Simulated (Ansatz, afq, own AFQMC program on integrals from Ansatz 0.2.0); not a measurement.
# Atomization energy of AlNH₂, singlet

```
atom   x (Å)    y (Å)    z (Å)
  Al  0.0000   0.0000   0.6968
   N  0.0000   0.0000  -1.0992
   H  0.0000   0.8223  -1.6887
   H  0.0000  -0.8223  -1.6887
```

Connectivity, by distances: Al–NH2.

Atoms in their ground-state spins without spin–orbit coupling (mostly on UHF) minus the molecule (RHF), without zero-point energy. The geometry is a stationary point, not shown to be a minimum.

Basis cc-pVTZ. Noble-gas cores (and the filled d shells of Ga–Kr and In–Xe) are frozen. AFQMC by an in-house program on the Cholesky factors that Ansatz 0.2.0 writes for its CCSD(T) run. The CISD trial takes its coefficients from CCSD amplitudes. Released means that phaseless walkers are propagated on without the constraint, phases kept. Free projection: walkers drawn from exp(T), propagated without any constraint. Its projection time is finite, and what remains of the start isn't in its error. Uncertainties: one standard error, sampling alone. The errors of all members are added in quadrature.

No full CI on the walks' own integrals is used here; CCSDT(Q) serves as the reference and is uncertain by about the last step of the cluster series. Each member takes its own surest rung, up to full CI.

The best estimate is CCSD(T) at the basis-set limit (CBS: def2-TZVPP and def2-QZVPP, with their diffuse functions for anions and beside diffuse sets, CCSD(T) itself extrapolated) plus the step from CCSD(T) to CCSDT(Q) in cc-pVTZ. Rows without CBS are in cc-pVTZ; B2PLYP and the wave-function rows carry a basis error of their own. Core correlation and relativity beyond core potentials are missing, and ± holds the sampling alone.

| level | atomization energy (eV) |
| --- | --- |
| B3LYP | 12.378 |
| wB97M-V | 12.514 |
| B2PLYP | 12.265 |

Q: From these cheaper values, estimate the atomization energy at the level of the best estimate.

A: 12.456 eV (best estimate, highest rung CCSDT(Q)).

```json
{"level": "HF", "atomization energy (eV)": "8.096", "error against the best estimate (eV)": "-4.360"}
{"level": "MP2", "atomization energy (eV)": "12.056", "error against the best estimate (eV)": "-0.400"}
{"level": "CCSD", "atomization energy (eV)": "11.723", "error against the best estimate (eV)": "-0.733"}
{"level": "CCSD(T)", "atomization energy (eV)": "11.935", "error against the best estimate (eV)": "-0.521"}
{"level": "ph-AFQMC/CISD", "atomization energy (eV)": "11.943 ± 0.005", "error against the best estimate (eV)": "-0.513 ± 0.005"}
{"level": "released AFQMC", "atomization energy (eV)": "11.934 ± 0.007", "error against the best estimate (eV)": "-0.523 ± 0.007"}
{"level": "free AFQMC", "atomization energy (eV)": "11.926 ± 0.009", "error against the best estimate (eV)": "-0.530 ± 0.009"}
{"level": "HF/CBS", "atomization energy (eV)": "8.205", "error against the best estimate (eV)": "-4.251"}
{"level": "MP2/CBS", "atomization energy (eV)": "12.593", "error against the best estimate (eV)": "0.137"}
{"level": "CCSD(T)/CBS", "atomization energy (eV)": "12.451", "error against the best estimate (eV)": "-0.005"}
{"level": "PBE", "atomization energy (eV)": "12.540", "error against the best estimate (eV)": "0.083"}
{"level": "r2SCAN", "atomization energy (eV)": "12.200", "error against the best estimate (eV)": "-0.256"}
{"level": "PBE0", "atomization energy (eV)": "12.181", "error against the best estimate (eV)": "-0.275"}
{"level": "surest rungs in cc-pVTZ", "atomization energy (eV)": "11.940", "error against the best estimate (eV)": "-0.516"}
```

Correlation beyond CCSD(T) adds 0.005 eV. Going to the basis-set limit adds 0.516 eV at CCSD(T). The perturbative (T) step is worth +0.212 eV. The functionals spread over 0.358 eV; wB97M-V and B3LYP come nearest and PBE0 is 0.275 eV too low.

Best estimates are given only where the step beyond CCSD(T) is under 0.3 eV and no member's determinant is very poor (T1 over 0.05, or 0.07 for open shells, ⟨S²⟩ too high by 0.3, two states mixed), so the hardest cases are missing from such tables.

The functionals ran in a triple-zeta set and keep a basis error of their own, a few kJ/mol for each bond in atomization energies and more for double hybrids, so close places among them and the extrapolated levels can swap.

Free projections are given only where their last times agree within the noise and don't stop above the reference; a slow remainder of the start can still hide under it. Each member of a difference takes its own highest rung, so a best estimate needn't equal the limit plus the step of one row. A walk keeps the symmetry of its determinant, which the program's search chose and which needn't be the lowest solution, so a lower state of the same spin and another symmetry isn't excluded. Released energies are given only where the last usable release times agree within the noise; a slower fall can still hide under it.
